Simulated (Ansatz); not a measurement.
# C2H5FN2: the cost of one run

Method: RKS PBE0-D4/STO-3G, in Ansatz 0.2.0.

### Step 1. The structure to begin with

Bond lengths: N1–C2 1.321 Å, C2–C3 1.311 Å, C3–N4 1.396 Å, C3–F5 1.385 Å, N1–H6 1.065 Å, N1–H7 1.046 Å, C2–H8 1.085 Å, N4–H9 1.077 Å, N4–H10 0.949 Å. Angles: N1–C2–C3 128.5°, N1–C2–H8 115.0°, C3–C2–H8 116.5°, C2–N1–H6 115.0°, C2–N1–H7 115.2°, H6–N1–H7 108.0°, C2–C3–N4 130.9°, C2–C3–F5 117.4°, N4–C3–F5 111.7°, C3–N4–H9 109.4°, C3–N4–H10 117.0°, H9–N4–H10 113.3°.

Structure file:

```xyz
10

N    -1.5296   -0.3688   -0.2339
C    -0.2830   -0.6140   -0.5972
C     0.8272   -0.2338   -0.0119
N     1.0399    0.5836    1.0999
F     2.0205   -0.6650   -0.5678
H    -2.2095   -0.2085   -1.0381
H    -1.6490    0.4131    0.4508
H    -0.1759   -1.2267   -1.4863
H     0.1801    1.2138    1.2508
H     1.8623    1.0550    1.1366
```

### Step 2. Relaxing the start

input.yaml reads:

```yaml
crystal:
  periodic: [false, false, false]
  atoms:
    - { symbol: "N", position_ang: [-1.5296, -0.3688, -0.2339] }
    - { symbol: C, position_ang: [-0.283, -0.614, -0.5972] }
    - { symbol: C, position_ang: [0.8272, -0.2338, -0.0119] }
    - { symbol: "N", position_ang: [1.0399, 0.5836, 1.0999] }
    - { symbol: F, position_ang: [2.0205, -0.665, -0.5678] }
    - { symbol: H, position_ang: [-2.2095, -0.2085, -1.0381] }
    - { symbol: H, position_ang: [-1.649, 0.4131, 0.4508] }
    - { symbol: H, position_ang: [-0.1759, -1.2267, -1.4863] }
    - { symbol: H, position_ang: [0.1801, 1.2138, 1.2508] }
    - { symbol: H, position_ang: [1.8623, 1.055, 1.1366] }
basis:
  gaussian: { orbitals: STO-3G }
hamiltonian:
  xc: pbe0
  dispersion: d4
relax:
  f_tol: 0.02
  max_steps: 40
scf:
  lower_state_search: "off"
```

Command:

```sh
ansatz run input.yaml --threads 1 --pin off --max-ram 2048MiB --backend cpu --events-out ev --progress --plain --runs-dir out
```

What time and memory should one allow on 1 thread of Arm Neoverse V1, shared host?

About 55 s, with a peak of 0.11 GiB.
